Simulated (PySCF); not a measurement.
Below is a simulated gas-phase Cl 2p photoelectron spectrum of chloroform, `ClC(Cl)Cl`.

Every computed line was given a Gaussian of 0.7 eV full width at half maximum and an area set by the number of equivalent atoms (split 2:1 within a doublet); the highest printed point is 100. Method used: delta-SCF UKS SCAN, pcX-2 on the ionised atom, pcseg-1 elsewhere, spin-free X2C in PySCF.

(binding energy (eV), intensity): (205.9, 0), (206.0, 1), (206.1, 2), (206.2, 5), (206.3, 11), (206.4, 21), (206.5, 36), (206.6, 55), (206.7, 75), (206.8, 92), (206.9, 100), (207.0, 97), (207.1, 85), (207.2, 66), (207.3, 46), (207.4, 28), (207.5, 16), (207.6, 8), (207.7, 4), (207.8, 3), (207.9, 4), (208.0, 8), (208.1, 14), (208.2, 22), (208.3, 32), (208.4, 42), (208.5, 48), (208.6, 50), (208.7, 46), (208.8, 38), (208.9, 28), (209.0, 19), (209.1, 11), (209.2, 6), (209.3, 3), (209.4, 1), (209.5, 0), (209.6, 0)

Problem. How many maxima does the curve show, and how many computed lines lie under it?

Solution. The curve has 2 maxima (at 206.9 and 208.6 eV). Under it lie 2 lines from 1 inequivalent chlorine site, drawn as a 2p3/2, 2p1/2 pair.

Problem. Decompose the envelope and assign each component. Numbering: `[Cl:1][CH:2]([Cl:3])[Cl:4]`.

Solution. 
| position (eV) | relative area | line | atoms | environment |
| --- | --- | --- | --- | --- |
| 206.93 | 2.00 | Cl 2p3/2 | Cl1/Cl3/Cl4 | chlorine of a CCl3 group |
| 208.58 | 1.00 | Cl 2p1/2 | Cl1/Cl3/Cl4 | chlorine of a CCl3 group |

No satellites, vibrations or lifetime broadening are included. Atoms equivalent by their bonding share one computed value, that of the first of them. For 2p shells one spin-free hole was relaxed; a mean-field spin–orbit operator and the ground-state splitting of the three 2p orbitals were then diagonalised within the shell. The shell's mean is (2 × 2p3/2 + 2p1/2)/3, and the degeneracies 2j + 1 give areas of 2:1. 2p1/2 minus 2p3/2 (ligand field included): Cl 1.65 eV. Geometry: GFN2-xTB; no solvent, vibrations or thermal averaging.
